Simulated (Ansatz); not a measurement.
**SiNH₂+ (triplet): from Hartree-Fock to the top rungs, def2-QZVPP**

One table from this session's results is given with a row withheld; the runs are named, their logs left out.

Method: def2-QZVPP, core rule «outside noble gas», up to 6 orbitals frozen; program: Ansatz 0.2.0, Gaussian basis.

To be run: UHF; ROHF; CCSD(T) on UHF.

2 further runs of the same task are left out: 2 set aside as unsound or not needed. Runs told in other sessions of the task aren't counted.

**What is computed**

The geometry is a PBE0/def2-TZVP stationary point (not a proven minimum) of the parent state, kept for this charge and spin.

4 atoms, charge 1, spin multiplicity 3.

Atoms are counted from 1 here; the program's logs count them from 0.

Bond lengths: Si1–N2 1.705 Å, N2–H3 1.010 Å, N2–H4 1.010 Å. Angles: Si1–N2–H3 124.3°, Si1–N2–H4 124.3°, H3–N2–H4 111.4°.

As a file:

```xyz
4

Si    0.00000    0.00000    0.64553
N     0.00000    0.00000   -1.05994
H     0.00000    0.83499   -1.62900
H     0.00000   -0.83499   -1.62900
```

The first run:

File in.yaml:

```yaml
crystal:
  periodic: [false, false, false]
  atoms:
    - {symbol: Si, position_ang: [0.000000, 0.000000, 0.645532]}
    - {symbol: N, position_ang: [0.000000, 0.000000, -1.059936]}
    - {symbol: H, position_ang: [0.000000, 0.834992, -1.628999]}
    - {symbol: H, position_ang: [0.000000, -0.834993, -1.628999]}
basis:
  gaussian: {orbitals: "def2-QZVPP.json"}
total_charge: 1
magnetization: {spin_polarized: true, initial_magnetization: 2}
hamiltonian: {xc: hf}
output: {orbitals: {seedname: orbitals}}
```

Command:

```sh
$ ansatz run in.yaml --threads 1 --pin off --events-out ev --progress --plain --max-ram 2393MiB
```

Steps of the session up to this table: UHF; ROHF; CCSD(T) on UHF.

One table of the session follows, with a row left open; its other results are not shown here.

| method | from UCCSD(T) (kJ/mol) |
| --- | --- |
| ROHF | ? |
| UHF | +803.7 |
| UMP2 | +67.3 |
| UCCSD | +35.8 |
| UCCSD(T) | 0 |

**Question.** Estimate the row for ROHF.

As computed: from UCCSD(T) (kJ/mol): +809.9. In the column «from UCCSD(T) (kJ/mol)» it is the highest.
